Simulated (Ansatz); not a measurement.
```yaml
crystal:
  periodic: [false, false, false]
  atoms:
    - {symbol: O, position_ang: [-2.039873, 0.055424, -0.000129]}
    - {symbol: Si, position_ang: [-0.530927, 0.193986, 0.000823]}
    - {symbol: Si, position_ang: [1.615005, -0.266579, -0.000961]}
    - {symbol: H, position_ang: [2.172633, 1.142973, 0.005873]}
basis:
  gaussian: {orbitals: def2-TZVP}
magnetization: {spin_polarized: true, initial_magnetization: 1}
hamiltonian: {xc: pbe0}
relax: {f_tol: 0.004, max_steps: 80}
```

```sh
$ ansatz run in.yaml --threads 1 --pin off --events-out ev --progress --plain --max-ram 2176MiB
```

Steps of the relaxation (energy above the last step; positions in Å, forces in eV/Å):

```
4
step 1, 175.0 meV
O    -2.040    0.055    0.000    0.234   -0.054    0.000
Si   -0.531    0.194    0.001   -0.942    0.558    0.002
Si    1.615   -0.267   -0.001    1.122   -0.610   -0.003
H     2.173    1.143    0.006   -0.414    0.106    0.000
```

```
4
step 2, 65.8 meV
O    -1.979    0.093    0.000    0.101    0.192    0.001
Si   -0.473    0.240    0.001   -0.400   -0.210   -0.001
Si    1.690   -0.361   -0.001    0.376    0.222    0.001
H     1.978    1.154    0.006   -0.077   -0.205   -0.001
```

```
4
step 3, 43.2 meV
O    -1.979    0.132    0.000    0.199    0.147    0.001
Si   -0.467    0.203    0.001   -0.263   -0.199   -0.001
Si    1.726   -0.365   -0.001    0.110    0.115    0.001
H     1.937    1.155    0.006   -0.046   -0.063    0.000
```

```
4
step 4, 23.7 meV
O    -1.958    0.236    0.001    0.972   -0.037    0.000
Si   -0.436    0.106    0.000   -0.799    0.006    0.000
Si    1.796   -0.380   -0.001   -0.117    0.131    0.001
H     1.815    1.165    0.006   -0.055   -0.100    0.000
```

```
4
step 11, 0.0 meV
O    -1.835    0.369    0.001   -0.001    0.000    0.000
Si   -0.367    0.007    0.000    0.001    0.000    0.000
Si    1.852   -0.392   -0.002    0.000    0.001    0.000
H     1.567    1.141    0.006    0.000   -0.001    0.000
```

Close pairs at the end: O1–Si2 1.511 Å, Si3–H4 1.559 Å, Si2–Si3 2.255 Å.

A stationary point of unrestricted PBE0 after 11 steps, with ⟨S²⟩ = 0.757 against 0.75 for a pure state; no frequencies were run, so it isn't proven a minimum. 45 s on 1 thread of Arm Neoverse V2, shared host.
